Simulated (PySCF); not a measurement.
PySCF input for trifluoromethane (CHF₃), SMILES FC(F)F, TDA-LC-ωPBE/def2-SVPD. Geometry: B3LYP-D3(BJ)/def2-TZVP.

```python
import numpy as np
from pyscf import gto, scf, dft, tdscf

mol = gto.M(
    atom='''
    F     1.08765644    0.62795874   -0.12838282
    C    -0.00000000   -0.00000000    0.33943876
    F     0.00000000   -1.25591748   -0.12838282
    F    -1.08765644    0.62795874   -0.12838282
    H     0.00000000   -0.00000000    1.42970348
    ''',
    basis='def2-SVPD',
    charge=0,
    spin=0,
    symmetry=True,
    max_memory=1600,
    verbose=4,
)
mf = dft.RKS(mol, xc='lc_wpbe').density_fit(auxbasis='def2-universal-jkfit')
mf.grids.level = 3
mf.conv_tol = 1e-9
mf.max_cycle = 100
mf.kernel()
mf.grids = dft.Grids(mol).set(level=1).build(with_non0tab=True)  # coarser grid for the response kernel
td = tdscf.TDA(mf)
td.singlet = True
td.nstates = 10
td.conv_tol = 1e-4
td.positive_eig_threshold = 1e-6
td.kernel(x0=td.get_init_guess(mf, 15))
td.analyze()
tt = tdscf.TDA(mf)
tt.singlet = False
tt.nstates = 4
tt.conv_tol = 1e-4
tt.positive_eig_threshold = 1e-6
tt.kernel(x0=tt.get_init_guess(mf, 9))
tt.analyze(verbose=3)
```

Log of the run:

```
PySCF version 2.14.0

[INPUT] verbose = 4
[INPUT] num. atoms = 5
[INPUT] num. electrons = 34
[INPUT] charge = 0
[INPUT] spin (= nelec alpha-beta = 2S) = 0
[INPUT] symmetry True subgroup None
[INPUT] Mole.unit = angstrom
[INPUT] Symbol           X                Y                Z      unit          X                Y                Z       unit  Magmom
[INPUT]  1 F      1.087656440000   0.627958740000  -0.128382820000 AA    2.055372789219   1.186670036127  -0.242608368899 Bohr   0.0
[INPUT]  2 C      0.000000000000   0.000000000000   0.339438760000 AA    0.000000000000   0.000000000000   0.641446292462 Bohr   0.0
[INPUT]  3 F      0.000000000000  -1.255917480000  -0.128382820000 AA    0.000000000000  -2.373340072254  -0.242608368899 Bohr   0.0
[INPUT]  4 F     -1.087656440000   0.627958740000  -0.128382820000 AA   -2.055372789219   1.186670036127  -0.242608368899 Bohr   0.0
[INPUT]  5 H      0.000000000000   0.000000000000   1.429703480000 AA    0.000000000000   0.000000000000   2.701748016538 Bohr   0.0

nuclear repulsion = 133.129747835643
point group symmetry = C3v, use subgroup Cs
symmetry origin: [ 0.00000000e+00  0.00000000e+00 -5.55801803e-09]
symmetry axis x: [-1.08961541e-09  1.00000000e+00  3.44649680e-16]
symmetry axis y: [ 0.0000000e+00 -3.4464968e-16  1.0000000e+00]
symmetry axis z: [1.00000000e+00 1.08961541e-09 3.75535602e-25]
num. orbitals of irrep A' = 59
num. orbitals of irrep A" = 38
number of shells = 39
number of NR pGTOs = 139
number of NR cGTOs = 97
basis = def2-SVPD
ecp = {}


[settings echo left out]
init E= -338.275082252671
HOMO (A') = -0.435571413172073  LUMO (A') = 0.0849578933439945  gap/eV = 14.16432
cycle= 1 E= -337.676805528655  delta_E= 0.598  |g|= 0.896  |ddm|=  2.3
HOMO (A") = -0.500756588038199  LUMO (A') = 0.0595742568584865  gap/eV = 15.24738
cycle= 2 E= -337.691211348048  delta_E= -0.0144  |g|= 0.945  |ddm|= 1.32
HOMO (A') = -0.54382641915303  LUMO (A') = 0.0839040199049164  gap/eV = 17.08142
cycle= 3 E= -337.827734820814  delta_E= -0.137  |g|= 0.0559  |ddm|= 0.676
HOMO (A') = -0.528670433713076  LUMO (A') = 0.0866651368533766  gap/eV = 16.74413
cycle= 4 E= -337.828271242012  delta_E= -0.000536  |g|= 0.0138  |ddm|= 0.058
HOMO (A') = -0.530310321497908  LUMO (A') = 0.0867999120494165  gap/eV = 16.79242
cycle= 5 E= -337.828327735176  delta_E= -5.65e-05  |g|= 0.00208  |ddm|= 0.0237
HOMO (A') = -0.530144741819695  LUMO (A') = 0.0867615361214882  gap/eV = 16.78687
cycle= 6 E= -337.828329720179  delta_E= -1.99e-06  |g|= 0.000413  |ddm|= 0.00545
HOMO (A') = -0.530222607406658  LUMO (A') = 0.0867392974368246  gap/eV = 16.78839
cycle= 7 E= -337.82832983039  delta_E= -1.1e-07  |g|= 6.67e-05  |ddm|= 0.00125
HOMO (A') = -0.53021822550451  LUMO (A') = 0.0867398799960246  gap/eV = 16.78829
cycle= 8 E= -337.828329833324  delta_E= -2.93e-09  |g|= 7.82e-06  |ddm|= 0.000202
HOMO (A') = -0.530218295810682  LUMO (A') = 0.0867399435331495  gap/eV = 16.78829
cycle= 9 E= -337.828329833363  delta_E= -3.91e-11  |g|= 1.66e-06  |ddm|= 2.12e-05
HOMO (A') = -0.530218257087486  LUMO (A') = 0.0867399239532745  gap/eV = 16.78829
Extra cycle  E= -337.828329833364  delta_E= -9.09e-13  |g|= 8.64e-07  |ddm|= 3.05e-06
converged SCF energy = -337.828329833364
tot grids = 23552
Overwritten attributes  positive_eig_threshold  of <class 'pyscf.tdscf.rks.TDA'>


******** <class 'pyscf.tdscf.rks.TDA'> for <class 'pyscf.df.df_jk.DFSymAdaptedRKS'> ********
nstates = 10 singlet
deg_eia_thresh = 1.000e-03
wfnsym = None
conv_tol = 0.0001
eigh lindep = 1e-12
eigh level_shift = 0
eigh max_cycle = 100


Excitation energies (eV)
[11.46682761 12.06367992 12.27617453 12.27619507 12.8857071  12.94859083
 12.94859716 12.98801217 12.98809058 13.28455747]

** Singlet excitation energies and oscillator strengths **
Excited State   1:   A'     11.46683 eV    108.12 nm  f=0.0162
      17 -> 18       -0.67119
      17 -> 19        0.11626
Excited State   2:   A"     12.06368 eV    102.77 nm  f=0.0000
      12 -> 21        0.10184
      13 -> 20        0.10187
      16 -> 18       -0.66578
      16 -> 30        0.10957
Excited State   3:   A"     12.27617 eV    101.00 nm  f=0.0000
      15 -> 18        0.40710
      16 -> 20       -0.11089
      17 -> 21       -0.47299
      17 -> 23       -0.14367
      17 -> 27        0.15857
Excited State   4:   A'     12.27620 eV    101.00 nm  f=0.0000
      14 -> 18        0.40712
      16 -> 21        0.11086
      17 -> 20       -0.47298
      17 -> 22        0.14365
      17 -> 28        0.15855
Excited State   5:   A'     12.88571 eV     96.22 nm  f=0.2964
      14 -> 20        0.11392
      15 -> 21        0.11388
      17 -> 19       -0.65170
      17 -> 30        0.10918
Excited State   6:   A'     12.94859 eV     95.75 nm  f=0.1412
      12 -> 18        0.28261
      12 -> 20        0.10490
      13 -> 21        0.10492
      14 -> 18       -0.33025
      16 -> 21       -0.38763
      17 -> 20       -0.27382
Excited State   7:   A"     12.94860 eV     95.75 nm  f=0.1409
      12 -> 21        0.10487
      13 -> 18        0.28291
      13 -> 20       -0.10487
      15 -> 18        0.32963
      16 -> 20       -0.38814
      17 -> 21        0.27347
Excited State   8:   A"     12.98801 eV     95.46 nm  f=0.0413
      13 -> 18       -0.17492
      14 -> 21        0.16820
      15 -> 18        0.38562
      15 -> 20        0.16821
      16 -> 20        0.32077
      16 -> 28       -0.14043
      17 -> 21        0.22713
      17 -> 23        0.12346
      17 -> 27       -0.17486
Excited State   9:   A'     12.98809 eV     95.46 nm  f=0.0410
      12 -> 18       -0.17536
      14 -> 18       -0.38506
      14 -> 20        0.16828
      15 -> 21       -0.16830
      16 -> 21        0.32141
      16 -> 27       -0.14056
      17 -> 20       -0.22674
      17 -> 22        0.12338
      17 -> 28        0.17475
Excited State  10:   A"     13.28456 eV     93.33 nm  f=0.0000
      16 -> 18       -0.10086
      16 -> 19        0.65761

** Transition electric dipole moments (AU) **
state          X           Y           Z        Dip. S.      Osc.
  1        -0.0000     -0.0000     -0.2401      0.0576      0.0162
  2         0.0000     -0.0000      0.0000      0.0000      0.0000
  3         0.0004      0.0000     -0.0000      0.0000      0.0000
  4        -0.0000     -0.0004     -0.0000      0.0000      0.0000
  5        -0.0000     -0.0001      0.9690      0.9389      0.2964
  6         0.0000     -0.6670     -0.0001      0.4449      0.1412
  7        -0.6664      0.0000      0.0000      0.4441      0.1409
  8        -0.3601     -0.0000      0.0000      0.1297      0.0413
  9        -0.0000     -0.3591     -0.0001      0.1289      0.0410
 10        -0.0000      0.0000      0.0000      0.0000      0.0000

** Transition velocity dipole moments (imaginary part, AU) **
state          X           Y           Z        Dip. S.      Osc.
  1        -0.0000     -0.0000     -0.0843      0.0071      0.0112
  2         0.0000     -0.0000      0.0000      0.0000      0.0000
  3        -0.0392      0.0000     -0.0000      0.0015      0.0023
  4         0.0000      0.0392     -0.0000      0.0015      0.0023
  5        -0.0000     -0.0000      0.4314      0.1861      0.2620
  6         0.0000     -0.2742     -0.0001      0.0752      0.1054
  7        -0.2740      0.0000     -0.0000      0.0751      0.1052
  8        -0.1227     -0.0000      0.0000      0.0151      0.0210
  9        -0.0000     -0.1223     -0.0000      0.0149      0.0209
 10        -0.0000      0.0000     -0.0000      0.0000      0.0000

** Transition magnetic dipole moments (imaginary part, AU) **
state          X           Y           Z
  1         0.0001     -0.0000      0.0000
  2        -0.0000      0.0001     -0.7341
  3        -0.0000     -1.2261     -0.0001
  4        -1.2261      0.0000     -0.0000
  5        -0.0000      0.0000     -0.0000
  6        -0.3875     -0.0000     -0.0000
  7        -0.0000      0.3873     -0.0001
  8        -0.0000      0.1455      0.0000
  9        -0.1449      0.0000     -0.0000
 10         0.0000     -0.0000      0.4737


******** <class 'pyscf.tdscf.rks.TDA'> for <class 'pyscf.df.df_jk.DFSymAdaptedRKS'> ********
nstates = 4 triplet
deg_eia_thresh = 1.000e-03
wfnsym = None
conv_tol = 0.0001
eigh lindep = 1e-12
eigh level_shift = 0
eigh max_cycle = 100


Excitation energies (eV)
[10.79473643 11.61368654 11.6136979  11.89042079]

** Triplet excitation energies and oscillator strengths **
Excited State   1:   A'     10.79474 eV    114.86 nm  f=0.0000
Excited State   2:   A"     11.61369 eV    106.76 nm  f=0.0000
Excited State   3:   A'     11.61370 eV    106.76 nm  f=0.0000
Excited State   4:   A"     11.89042 eV    104.27 nm  f=0.0000
```

The run converged.

Cost: around 24 core-seconds (rough).
